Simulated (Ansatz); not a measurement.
C4H9N can be A, `C=C(C)CN`, or B, `CC(C)=CN`.

Computed with Ansatz on PBE0-D4/def2-TZVP structures; ΔE is electronic, products minus reactants. CCSD(T)/CBS adds triple-zeta CCSD(T) − MP2 to the extrapolated MP2 energy (def2 sets, frozen cores). Functionals use def2-TZVPP. B3LYP here is the variant with VWN-RPA as its local correlation; programs differ in this. Each species was taken in one conformer, which may not be the lowest.

A:

Z-matrix (Å, degrees):
```
C
C 1 1.494
H 1 1.092 2 110.4
H 1 1.096 2 110.4 3 -117.5
H 1 1.091 2 111.6 3 121.8
C 2 1.503 1 116.2 3 55.2
C 2 1.329 1 123.0 3 -124.8
N 6 1.458 2 110.8 1 -59.7
H 6 1.097 2 108.6 1 57.9
H 6 1.099 2 108.9 1 174.0
H 7 1.085 2 121.3 1 180.0
H 7 1.085 2 121.6 1 -0.5
H 8 1.013 6 110.1 2 -69.3
H 8 1.012 6 110.8 2 172.1
```

B:

Z-matrix (Å, degrees):
```
C
C 1 1.496
H 1 1.093 2 113.3
H 1 1.097 2 111.6 3 121.1
H 1 1.095 2 110.6 3 -120.3
C 2 1.495 1 116.1 3 164.4
C 2 1.336 1 123.3 3 -17.4
H 6 1.097 2 111.5 1 59.7
H 6 1.096 2 111.4 1 -59.0
H 6 1.092 2 111.6 1 -179.8
N 7 1.391 2 127.5 1 -4.3
H 7 1.087 2 119.0 1 -179.6
H 11 1.008 7 114.3 2 147.3
H 11 1.008 7 115.1 2 16.7
```

**Question.** Which isomer does CCSD(T)/CBS put lower? Give the gap. (An estimate is asked.)

**Answer.** Computed: B, by 4.8 kcal/mol.

**Question.** Give E(B) − E(A) in kcal/mol with CCSD(T)/def2-TZVPP, PBE-D4, ωB97M-V, PBE0-D4, B2PLYP, r2SCAN-D4, B3LYP-D4. (An estimate is asked.)

**Answer.** Ansatz gave: CCSD(T)/def2-TZVPP -4.6, PBE-D4 -7.7, ωB97M-V -5.3, PBE0-D4 -6.9, B2PLYP -5.9, r2SCAN-D4 -7.3, B3LYP-D4 -6.3. None reverses the order clearly.

Largest T1 diagnostic: 0.010.

In def2-TZVPP, CCSD(T) changes the Hartree–Fock value by −1.2 kcal/mol (the triples alone add −0.3 kcal/mol) and MP2 by −2.0 kcal/mol. From PBE to PBE0 (25 % exact exchange), in def2-TZVPP and without D4, E(B) − E(A) moves by +0.8 kcal/mol.
